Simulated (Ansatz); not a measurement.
Cost and result for the atomization energy of C₄H₆ClF, SMILES `C/C(F)=C(/C)Cl` (12 atoms, 11 bonds).

```xyz
12

C     0.961    1.640   -0.490
C     0.577    0.264   -0.118
F     1.646   -0.556   -0.019
C    -0.619   -0.263    0.122
C    -0.884   -1.677    0.492
Cl   -2.027    0.741    0.009
H     1.479    1.636   -1.454
H     1.652    2.048    0.253
H     0.090    2.286   -0.559
H    -1.543   -2.148   -0.242
H    -1.382   -1.733    1.464
H     0.048   -2.239    0.541
```

The species carries charge 0 and has multiplicity 1. The structure was optimised at the PBE0-D4/def2-TZVP level. Program: Ansatz. All runs use 4 threads of an Arm Neoverse V1 on a shared host. Times are those of one run each, without the atoms' runs, and a repeat can differ threefold. Electronic energies, without spin–orbit coupling; frozen cores. CCSD(T)/CBS adds CCSD(T) − MP2 in def2-TZVPP to the MP2 limit, and its time is that of the two runs behind it. T1 = 0.011. B3LYP takes the VWN-RPA correlation (the form of Gaussian; ORCA's B3LYP/G).

CCSD(T)/CBS is a level of theory with its own doubt, some kJ/mol a heavy atom from the limit and from the frozen cores, so smaller differences don't rank the functionals.

```csv
level,functions,wall time,atomization (kJ/mol),difference from CCSD(T)/CBS,per bond
PBE-D4/def2-TZVPP (with forces),281,3.2 s,4960.7,161.1,14.6
PBE0-D4/def2-TZVPP,281,3.7 s,4861.6,62.0,5.6
B3LYP-D4/def2-TZVPP (with forces),281,6 s,4803.1,3.5,0.3
r2SCAN-D4/def2-TZVPP (with forces),281,6.5 s,4835.9,36.3,3.3
B2PLYP/def2-TZVPP,281,7.5 s,4757.3,-42.3,-3.8
ωB97X-V/def2-TZVPP,281,9.5 s,4812.7,13.1,1.2
ωB97M-V/def2-TZVPP (with forces),281,14 s,4824.0,24.4,2.2
MP2/def2-QZVPP,535,34 s,4856.8,57.2,5.2
CCSD(T)/def2-TZVPP,281,6.3 min,4683.7,-115.9,-10.5
CCSD(T)/CBS(def2),–,6.8 min,4799.6,0.0,0.0
```

In def2-TZVPP, CCSD(T) changes the Hartree–Fock value by +1165.2 kJ/mol (the triples alone add +80.5 kJ/mol) and MP2 by +1270.4 kJ/mol; breaking electron pairs costs correlation energy, which Hartree–Fock lacks. From PBE to PBE0 (25 % exact exchange), in def2-TZVPP and without D4, the atomization energy moves by −95.1 kJ/mol: exact exchange takes away binding that semilocal exchange gives to molecules. The D4 term adds +40.4 kJ/mol with B3LYP and +21.2 kJ/mol with PBE0; it sums over pairs of atoms, weighted by their polarisabilities, and B3LYP, whose exchange is more repulsive, gets the larger term.
